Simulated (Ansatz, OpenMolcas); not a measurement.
# P2H2 (phosphanylidenephosphane): methods side by side

P2H2: 4 atoms, total charge 0, spin state singlet. SMILES: `[H]/P=P/[H]`. The coordinates come from a GFN2-xTB relaxation.

Quantity: the vertical energy of the triplet above the singlet, in eV. The values are calculated.

| level | kind | program | value (eV) | less FCI/STO-3G | CPU time (all runs) |
| --- | --- | --- | --- | --- | --- |
| HF/STO-3G, open shells restricted | Hartree–Fock | OpenMolcas | 0.53 | -1.83 | 3.4 s |
| r2SCAN/STO-3G | meta-GGA | Ansatz | 2.42 | +0.06 | 10 s |
| B3LYP/STO-3G | global hybrid | Ansatz | 2.31 | -0.05 | 2.7 s |
| BHLYP/STO-3G | global hybrid | Ansatz | 1.72 | -0.64 | 2.3 s |
| HSE06/STO-3G | range-separated hybrid | Ansatz | 2.18 | -0.18 | 4.4 s |
| CCSD/STO-3G | coupled cluster or CI | Ansatz | 2.32 | -0.04 | 0.36 s |
| CCSDTQ/STO-3G | coupled cluster or CI | Ansatz | 2.36 | 0.00 | 17 s |
| FCI/STO-3G, open shells restricted | exact in the basis | OpenMolcas | 2.36 | 0.00 | 7.6 s |

FCI/STO-3G, open shells restricted is exact within its basis and frozen core, so for wave-function methods in that basis the difference is their error; functionals converge differently with the basis, so for them it is only a difference. The values span 0.53 to 2.42 eV. All rows use very small basis sets, so none should be taken for the real molecule's value. In so small a basis fixed costs decide the times, and correlated methods can beat functionals. Times are those of the runs behind each value, whatever else they computed, on shared processors of several kinds: orders of magnitude only.
